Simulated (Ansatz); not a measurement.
Steps of a relaxation of C₂H₃FOS₂, SMILES `FC1(S)OCS1` with RKS PBE0-D4/def2-TZVP.

```sh
$ ansatz run in.yaml --threads 4 --pin off --events-out ev --progress --plain --max-ram 10444MiB
```

```yaml
crystal:
  periodic: [false, false, false]
  atoms:
    - {symbol: F, position_ang: [-1.043987, 1.595352, -0.372371]}
    - {symbol: C, position_ang: [-0.524620, 0.452644, 0.156315]}
    - {symbol: S, position_ang: [-0.916961, 0.379698, 1.943298]}
    - {symbol: O, position_ang: [0.831081, 0.358521, -0.181341]}
    - {symbol: C, position_ang: [0.813538, -0.903372, -0.851201]}
    - {symbol: S, position_ang: [-1.015023, -1.123455, -0.687984]}
    - {symbol: H, position_ang: [-0.613997, 1.691735, 2.174559]}
    - {symbol: H, position_ang: [1.391091, -1.673584, -0.298153]}
    - {symbol: H, position_ang: [1.167477, -0.823840, -1.900322]}
basis:
  gaussian: {orbitals: def2-TZVP}
hamiltonian: {xc: pbe0, dispersion: d4}
relax: {f_tol: 0.005, max_steps: 150}
```

Positions (Å) and forces (eV/Å) along the path, 11 of 11 steps:

```xyz
9
step=1 energy=-28545.3763 eV
F    -1.044    1.595   -0.372    0.232   -0.508    0.201
C    -0.525    0.453    0.156   -0.051   -0.187    0.036
S    -0.917    0.380    1.943    0.242    0.575   -0.493
O     0.831    0.359   -0.181   -0.548   -0.279   -0.065
C     0.814   -0.903   -0.851    0.097   -0.281   -0.154
S    -1.015   -1.123   -0.688    0.703    0.675    0.209
H    -0.614    1.692    2.175   -0.109   -0.486   -0.067
H     1.391   -1.674   -0.298   -0.339    0.469   -0.255
H     1.167   -0.824   -1.900   -0.227    0.023    0.587
9
step=2 energy=-28545.4203 eV
F    -1.040    1.578   -0.372    0.065   -0.156    0.057
C    -0.524    0.444    0.159   -0.030   -0.147    0.035
S    -0.913    0.387    1.933    0.095    0.196   -0.234
O     0.825    0.351   -0.177   -0.184   -0.086    0.006
C     0.811   -0.903   -0.850   -0.088   -0.071   -0.042
S    -1.005   -1.114   -0.689    0.343    0.321    0.132
H    -0.606    1.685    2.164   -0.040   -0.189   -0.046
H     1.380   -1.662   -0.300   -0.098    0.135   -0.081
H     1.161   -0.812   -1.885   -0.065   -0.003    0.173
9
step=3 energy=-28545.4292 eV
F    -1.035    1.569   -0.372   -0.013    0.050   -0.027
C    -0.522    0.440    0.164   -0.037   -0.097    0.037
S    -0.915    0.386    1.923    0.008    0.030   -0.012
O     0.824    0.347   -0.167    0.048    0.019    0.006
C     0.808   -0.900   -0.848   -0.043   -0.012   -0.003
S    -0.995   -1.104   -0.678    0.005    0.005   -0.012
H    -0.603    1.676    2.144   -0.003    0.008    0.026
H     1.375   -1.658   -0.306    0.022   -0.002   -0.005
H     1.151   -0.803   -1.878    0.013   -0.001   -0.008
9
step=4 energy=-28545.4296 eV
F    -1.033    1.567   -0.374   -0.017    0.030   -0.026
C    -0.523    0.437    0.164    0.002   -0.025    0.031
S    -0.916    0.391    1.924   -0.007   -0.012    0.006
O     0.825    0.344   -0.164    0.022    0.001    0.006
C     0.808   -0.902   -0.849   -0.012   -0.001   -0.001
S    -0.995   -1.106   -0.678    0.000    0.005    0.004
H    -0.605    1.681    2.150    0.001    0.005   -0.008
H     1.377   -1.660   -0.310    0.008   -0.004   -0.003
H     1.151   -0.800   -1.879    0.002   -0.001   -0.007
9
step=5 energy=-28545.4298 eV
F    -1.030    1.567   -0.375   -0.005    0.006   -0.010
C    -0.522    0.436    0.167    0.009   -0.001    0.013
S    -0.919    0.394    1.925   -0.002   -0.005    0.001
O     0.827    0.341   -0.160    0.001   -0.004    0.008
C     0.808   -0.902   -0.850    0.004    0.002   -0.001
S    -0.994   -1.107   -0.676   -0.003    0.001    0.002
H    -0.609    1.684    2.148   -0.001    0.001   -0.007
H     1.379   -1.662   -0.316    0.001    0.000   -0.003
H     1.149   -0.797   -1.881   -0.004    0.001   -0.003
9
step=6 energy=-28545.4297 eV rejected
F    -1.023    1.564   -0.377    0.005    0.011    0.009
C    -0.517    0.435    0.172   -0.025   -0.035   -0.039
S    -0.927    0.398    1.928    0.037    0.008   -0.026
O     0.831    0.336   -0.154   -0.006    0.009    0.048
C     0.809   -0.903   -0.851   -0.017    0.000   -0.007
S    -0.993   -1.108   -0.669    0.000    0.000    0.011
H    -0.617    1.689    2.146   -0.004    0.004    0.005
H     1.384   -1.666   -0.327    0.002   -0.001    0.001
H     1.141   -0.792   -1.884    0.009    0.004   -0.002
9
step=7 energy=-28545.4299 eV
F    -1.027    1.566   -0.376    0.000   -0.003   -0.001
C    -0.520    0.435    0.169    0.004    0.003   -0.001
S    -0.921    0.396    1.926   -0.001    0.001    0.003
O     0.828    0.338   -0.155   -0.001   -0.005    0.005
C     0.808   -0.902   -0.850    0.004    0.001   -0.001
S    -0.994   -1.108   -0.673   -0.001    0.001    0.000
H    -0.612    1.687    2.146   -0.002    0.001   -0.002
H     1.381   -1.664   -0.322    0.000    0.000   -0.003
H     1.146   -0.793   -1.882   -0.003    0.002    0.000
9
step=8 energy=-28545.4301 eV
F    -1.019    1.562   -0.378    0.000    0.002    0.002
C    -0.517    0.432    0.174   -0.002   -0.005    0.002
S    -0.924    0.402    1.930    0.000    0.004   -0.002
O     0.832    0.329   -0.144    0.008    0.001    0.000
C     0.808   -0.903   -0.853    0.000   -0.001    0.000
S    -0.993   -1.111   -0.667   -0.003   -0.001    0.001
H    -0.624    1.696    2.141   -0.003   -0.001   -0.001
H     1.386   -1.671   -0.336    0.001    0.000   -0.002
H     1.138   -0.783   -1.885   -0.001    0.001    0.000
9
step=9 energy=-28545.3167 eV rejected
F    -1.010    1.563   -0.350    0.052   -0.264   -0.279
C    -0.521    0.406    0.177    1.005    1.092   -0.038
S    -0.924    0.427    1.915   -0.270   -1.262    0.359
O     0.882    0.338   -0.146   -1.917   -0.687    0.065
C     0.806   -0.905   -0.850    0.123    0.169   -0.147
S    -1.024   -1.121   -0.662    0.946    0.349    0.066
H    -0.648    1.694    2.132    0.226    0.866   -0.026
H     1.395   -1.670   -0.351   -0.066   -0.186    0.093
H     1.132   -0.778   -1.882   -0.099   -0.079   -0.092
9
step=10 energy=-28545.4301 eV
F    -1.014    1.561   -0.377    0.002    0.000    0.002
C    -0.514    0.431    0.177   -0.001   -0.005   -0.001
S    -0.923    0.404    1.932   -0.001    0.002   -0.002
O     0.835    0.326   -0.141   -0.001    0.000   -0.001
C     0.808   -0.904   -0.854    0.001    0.000   -0.001
S    -0.992   -1.111   -0.664    0.000    0.000    0.001
H    -0.634    1.701    2.139   -0.001    0.001    0.001
H     1.387   -1.674   -0.343    0.000    0.000    0.000
H     1.135   -0.780   -1.887   -0.001    0.001    0.000
9
step=11 energy=-28545.4301 eV
F    -1.009    1.560   -0.377   -0.001    0.000   -0.001
C    -0.512    0.429    0.179    0.000    0.001   -0.001
S    -0.925    0.407    1.934    0.001   -0.001    0.001
O     0.838    0.321   -0.136    0.000    0.001    0.001
C     0.808   -0.905   -0.855    0.001   -0.001    0.001
S    -0.991   -1.113   -0.660   -0.001    0.001    0.000
H    -0.641    1.706    2.137    0.000   -0.001   -0.001
H     1.390   -1.677   -0.350   -0.001    0.000   -0.001
H     1.131   -0.775   -1.889    0.000    0.000    0.001
```

It took 36 s on 4 threads of an Intel Xeon on a shared host, with 0.69 GiB of host memory at the peak.
